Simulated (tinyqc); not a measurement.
Worked calculation: UHF in the sto-6g basis, for NH, spin multiplicity 3. One step of it, computed by the program tinyqc.

Question. Iteration 1: building the Fock matrix. J_ij = sum D_kl (ij|kl) with D = D(alpha) + D(beta), K_ij = sum D_kl (ik|jl) for each spin; F = H + J - K(s); E = tr D H + tr D J / 2 - 0.5 sum_s tr D(s) K(s) + E_nn.

D(alpha) at the start:
```
            1N 1s      1N 2s    1N 2px    1N 2py     1N 2pz      2H 1s
1N 1s    1.327897  -0.302161  0.000000  0.000000   0.003173  -0.008275
1N 2s   -0.302161   1.318091  0.000000  0.000000  -0.014938   0.041950
1N 2px   0.000000   0.000000  0.620234  0.000000   0.000000   0.000000
1N 2py   0.000000   0.000000  0.000000  0.620234   0.000000   0.000000
1N 2pz   0.003173  -0.014938  0.000000  0.000000   0.599535   0.040647
2H 1s   -0.008275   0.041950  0.000000  0.000000   0.040647   0.607360
```

D(beta) at the start:
```
            1N 1s      1N 2s    1N 2px    1N 2py     1N 2pz      2H 1s
1N 1s    0.796738  -0.181296  0.000000  0.000000   0.001904  -0.004965
1N 2s   -0.181296   0.790854  0.000000  0.000000  -0.008963   0.025170
1N 2px   0.000000   0.000000  0.372141  0.000000   0.000000   0.000000
1N 2py   0.000000   0.000000  0.000000  0.372141   0.000000   0.000000
1N 2pz   0.001904  -0.008963  0.000000  0.000000   0.359721   0.024388
2H 1s   -0.004965   0.025170  0.000000  0.000000   0.024388   0.364416
```

core Hamiltonian H = T + V (hartree):
```
             1N 1s      1N 2s     1N 2px     1N 2py     1N 2pz      2H 1s
1N 1s   -24.806089  -5.410460   0.000000   0.000000  -0.008350  -0.542065
1N 2s    -5.410460  -6.560564   0.000000   0.000000  -0.099357  -1.427203
1N 2px    0.000000   0.000000  -5.272911   0.000000   0.000000   0.000000
1N 2py    0.000000   0.000000   0.000000  -5.272911   0.000000   0.000000
1N 2pz   -0.008350  -0.099357   0.000000   0.000000  -5.329785  -1.254436
2H 1s    -0.542065  -1.427203   0.000000   0.000000  -1.254436  -3.040601
```

Two-electron integrals (ij|kl) in chemists' order, unique and non-zero (hartree):
```
(11|11) 4.168742   (21|11) 0.583648   (21|21) 0.104114   (22|11) 0.968487
(22|21) 0.214450   (22|22) 0.708398   (31|31) 0.022075   (32|31) 0.033611
(32|32) 0.156576   (33|11) 0.968488   (33|21) 0.214450   (33|22) 0.708398
(33|33) 0.763241   (41|41) 0.022075   (42|41) 0.033611   (42|42) 0.156576
(43|43) 0.041133   (44|11) 0.968488   (44|21) 0.214450   (44|22) 0.708398
(44|33) 0.680975   (44|44) 0.763241   (51|51) 0.022075   (52|51) 0.033611
(52|52) 0.156576   (53|53) 0.041133   (54|54) 0.041133   (55|11) 0.968488
(55|21) 0.214450   (55|22) 0.708398   (55|33) 0.680975   (55|44) 0.680975
(55|55) 0.763241   (61|11) 0.061453   (61|21) 0.010529   (61|22) 0.021289
(61|33) 0.021232   (61|44) 0.021232   (61|51) 0.000591   (61|52) 0.001170
(61|55) 0.021402   (61|61) 0.001089   (62|11) 0.179270   (62|21) 0.040388
(62|22) 0.151320   (62|33) 0.148090   (62|44) 0.148090   (62|51) 0.003620
(62|52) 0.028601   (62|55) 0.157781   (62|61) 0.004159   (62|62) 0.045225
(63|31) 0.003959   (63|32) 0.023375   (63|53) 0.005485   (63|63) 0.005286
(64|41) 0.003959   (64|42) 0.023375   (64|54) 0.005485   (64|64) 0.005286
(65|11) 0.156462   (65|21) 0.035676   (65|22) 0.141777   (65|33) 0.135423
(65|44) 0.135423   (65|51) 0.006611   (65|52) 0.047417   (65|55) 0.154484
(65|61) 0.003808   (65|62) 0.050712   (65|65) 0.061163   (66|11) 0.366973
(66|21) 0.084108   (66|22) 0.360774   (66|33) 0.346327   (66|44) 0.346327
(66|51) 0.007983   (66|52) 0.088900   (66|55) 0.389668   (66|61) 0.008706
(66|62) 0.148734   (66|65) 0.185460   (66|66) 0.774999
```

nuclear repulsion = 2.58315235 hartree

Give: Coulomb J; exchange K(alpha); exchange K(beta); F(alpha); F(beta); total energy of this density.

Answer.

Coulomb J (hartree):
```
         1N 1s  1N 2s  1N 2px  1N 2py  1N 2pz  2H 1s
1N 1s   13.586  2.314   0.000   0.000   0.008  0.237
1N 2s    2.314  5.819   0.000   0.000   0.089  1.262
1N 2px   0.000  0.000   5.804   0.000   0.000  0.000
1N 2py   0.000  0.000   0.000   5.804   0.000  0.000
1N 2pz   0.008  0.089   0.000   0.000   5.847  1.207
2H 1s    0.237  1.262   0.000   0.000   1.207  3.313
```

exchange K(alpha) (hartree):
```
        1N 1s  1N 2s  1N 2px  1N 2py  1N 2pz  2H 1s
1N 1s   5.361  0.799   0.000   0.000   0.003  0.093
1N 2s   0.799  1.272   0.000   0.000   0.034  0.362
1N 2px  0.000  0.000   0.744   0.000   0.000  0.000
1N 2py  0.000  0.000   0.000   0.744   0.000  0.000
1N 2pz  0.003  0.034   0.000   0.000   0.778  0.270
2H 1s   0.093  0.362   0.000   0.000   0.270  0.598
```

exchange K(beta) (hartree):
```
        1N 1s  1N 2s  1N 2px  1N 2py  1N 2pz  2H 1s
1N 1s   3.217  0.480   0.000   0.000   0.002  0.056
1N 2s   0.480  0.763   0.000   0.000   0.020  0.217
1N 2px  0.000  0.000   0.447   0.000   0.000  0.000
1N 2py  0.000  0.000   0.000   0.447   0.000  0.000
1N 2pz  0.002  0.020   0.000   0.000   0.467  0.162
2H 1s   0.056  0.217   0.000   0.000   0.162  0.359
```

F(alpha) (hartree):
```
          1N 1s   1N 2s  1N 2px  1N 2py  1N 2pz   2H 1s
1N 1s   -16.582  -3.895   0.000   0.000  -0.004  -0.397
1N 2s    -3.895  -2.014   0.000   0.000  -0.044  -0.527
1N 2px    0.000   0.000  -0.213   0.000   0.000   0.000
1N 2py    0.000   0.000   0.000  -0.213   0.000   0.000
1N 2pz   -0.004  -0.044   0.000   0.000  -0.260  -0.318
2H 1s    -0.397  -0.527   0.000   0.000  -0.318  -0.326
```

F(beta) (hartree):
```
          1N 1s   1N 2s  1N 2px  1N 2py  1N 2pz   2H 1s
1N 1s   -14.437  -3.575   0.000   0.000  -0.003  -0.360
1N 2s    -3.575  -1.505   0.000   0.000  -0.030  -0.382
1N 2px    0.000   0.000   0.085   0.000   0.000   0.000
1N 2py    0.000   0.000   0.000   0.085   0.000   0.000
1N 2pz   -0.003  -0.030   0.000   0.000   0.051  -0.210
2H 1s    -0.360  -0.382   0.000   0.000  -0.210  -0.086
```

total energy of this density = -54.69146 hartree

This density is the starting one; it is not idempotent, so its energy is not variational and may lie below the converged one.
